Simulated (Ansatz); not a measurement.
Complex (SMILES): F (HF) with F (HF), atoms 1 to 2 the first; geometry from NCB31 set, monomers rigid:
```xyz
4

F      1.3237    -0.0902     0.0000
H      1.7404     0.7334     0.0000
F     -1.4572     0.0193     0.0000
H     -0.5393    -0.0947     0.0001
```

Basis-set convergence of the uncorrected interaction energy at CCSD(T) with Ansatz (an electronic-structure program). All functions are spherical. Cores are frozen. No added dispersion term, no relativity. Functions are those of the species that has most. Reference: the counterpoise-corrected one, Hartree-Fock in aug-cc-pVQZ plus the correlation part extrapolated as X^-3 from aug-cc-pVTZ and aug-cc-pVQZ, -4.61 kcal/mol, itself unsure by roughly 0.05 kcal/mol (a third of the extrapolation step and of the last Hartree-Fock step, counterpoise-corrected). Deviations are taken from unrounded values. Cost is core time over that of pcseg-2, rough, on shared machines of one kind; a dash marks a row that isn't timed (too short, read off another run, short of memory, by another algorithm or on other hardware).

```json
[
 {"basis": "pcseg-0", "functions": "22", "cost": "-"},
 {"basis": "pcseg-1", "functions": "38", "cost": "-"},
 {"basis": "aug-pcseg-1", "functions": "64", "cost": "0.6×"},
 {"basis": "pcseg-2", "functions": "88", "cost": "1×"},
 {"basis": "aug-pcseg-2", "functions": "138", "cost": "4×"},
 {"basis": "pcseg-3", "functions": "186", "cost": "10×"},
 {"basis": "aug-pcseg-3", "functions": "268", "cost": "50×"},
 {"basis": "pcseg-4", "functions": "324", "cost": "-"}
]
```

Problem. Which is the smallest pcseg set listed that can be trusted to 0.5 kcal/mol here, that is, within that of the reference together with its larger relatives (same family, alike in diffuse functions; a set with none to test it counts only in the reference's own line)?

Solution. The smallest set listed that lies within 0.5 kcal/mol of the reference with all its larger relatives (same family, alike in diffuse functions; a set with none counts only in the reference's own line) is pcseg-2 (88 functions, 1× in cost, 0.06 kcal/mol off). Value minus reference: pcseg-0 -5.07, pcseg-1 -1.10, aug-pcseg-1 -0.65, pcseg-2 0.06, aug-pcseg-2 -0.32, pcseg-3 -0.10, aug-pcseg-3 -0.35, pcseg-4 -0.04 kcal/mol.
